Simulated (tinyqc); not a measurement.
Inside a calculation. Method: RHF in the sto-6g basis, for H2O, spin multiplicity 1. One step of it, computed by the program tinyqc.

Task: Iteration 11 (converged): orbitals. Diagonalise F' = X^T F X, C = X C', fill 5 alpha and 5 beta electrons from the bottom; D = 2 C_occ C_occ^T. Each column has its largest component positive (the first on a tie).

converged F (hartree):
```
             1O 1s      1O 2s     1O 2px     1O 2py     1O 2pz      2H 1s      3H 1s
1O 1s   -20.485663  -4.962499   0.000000   0.000000  -0.029110  -1.266523  -1.266523
1O 2s    -4.962499  -2.343886   0.000000   0.000000  -0.126895  -1.050116  -1.050116
1O 2px    0.000000   0.000000  -0.392397   0.000000   0.000000   0.000000   0.000000
1O 2py    0.000000   0.000000   0.000000  -0.354420   0.000000  -0.418370   0.418370
1O 2pz   -0.029110  -0.126895   0.000000   0.000000  -0.363304  -0.342732  -0.342732
2H 1s    -1.266523  -1.050116   0.000000  -0.418370  -0.342732  -0.604714  -0.390893
3H 1s    -1.266523  -1.050116   0.000000   0.418370  -0.342732  -0.390893  -0.604714
```

X:
```
            1O 1s      1O 2s    1O 2px     1O 2py     1O 2pz      2H 1s      3H 1s
1O 1s    1.022948  -0.140177  0.000000   0.000000  -0.009056   0.020642   0.020642
1O 2s   -0.140177   1.271673  0.000000   0.000000   0.110877  -0.316768  -0.316768
1O 2px   0.000000   0.000000  1.000000   0.000000   0.000000   0.000000   0.000000
1O 2py   0.000000   0.000000  0.000000   1.133980   0.000000  -0.253132   0.253132
1O 2pz  -0.009056   0.110877  0.000000   0.000000   1.049017  -0.140457  -0.140457
2H 1s    0.020642  -0.316768  0.000000  -0.253132  -0.140457   1.228268  -0.085686
3H 1s    0.020642  -0.316768  0.000000   0.253132  -0.140457  -0.085686   1.228268
```

Give: F' = X^T F X; orbital energies; coefficients C; D after iteration 11.

Result:

F' = X^T F X (hartree):
```
          1        2        3        4        5        6        7
1  -20.1548  -2.5080   0.0000   0.0000  -0.0436  -0.2308  -0.2308
2   -2.5080  -1.1476   0.0000   0.0000   0.1106  -0.5457  -0.5457
3    0.0000   0.0000  -0.3924   0.0000   0.0000   0.0000   0.0000
4    0.0000   0.0000   0.0000  -0.0028   0.0000  -0.5041   0.5041
5   -0.0436   0.1106   0.0000   0.0000  -0.2276  -0.3130  -0.3130
6   -0.2308  -0.5457   0.0000  -0.5041  -0.3130   0.0342  -0.1078
7   -0.2308  -0.5457   0.0000   0.5041  -0.3130  -0.1078   0.0342
```

orbital energies (hartree): MO1 -20.4890, MO2 -1.2780, MO3 -0.6470, MO4 -0.4421, MO5 -0.3924, MO6 0.6055, MO7 0.7862

coefficients C:
```
            MO1      MO2      MO3      MO4     MO5      MO6      MO7
1O 1s    0.9966  -0.2216   0.0000   0.0913  0.0000  -0.1281   0.0000
1O 2s    0.0164   0.8304   0.0000  -0.5132  0.0000   0.9469   0.0000
1O 2px   0.0000   0.0000   0.0000   0.0000  1.0000   0.0000   0.0000
1O 2py   0.0000   0.0000   0.6014   0.0000  0.0000   0.0000   1.0259
1O 2pz   0.0032   0.1286   0.0000   0.8096  0.0000   0.6930   0.0000
2H 1s   -0.0040   0.1578   0.4351   0.2580  0.0000  -0.8257  -0.8591
3H 1s   -0.0040   0.1578  -0.4351   0.2580  0.0000  -0.8257   0.8591
```

D after iteration 11:
```
          1O 1s    1O 2s  1O 2px   1O 2py   1O 2pz    2H 1s    3H 1s
1O 1s    2.1012  -0.4289  0.0000   0.0000   0.0973  -0.0308  -0.0308
1O 2s   -0.4289   1.9065  0.0000   0.0000  -0.6173  -0.0028  -0.0028
1O 2px   0.0000   0.0000  2.0000   0.0000   0.0000   0.0000   0.0000
1O 2py   0.0000   0.0000  0.0000   0.7233   0.0000   0.5233  -0.5233
1O 2pz   0.0973  -0.6173  0.0000   0.0000   1.3439   0.4582   0.4582
2H 1s   -0.0308  -0.0028  0.0000   0.5233   0.4582   0.5615  -0.1957
3H 1s   -0.0308  -0.0028  0.0000  -0.5233   0.4582  -0.1957   0.5615
```
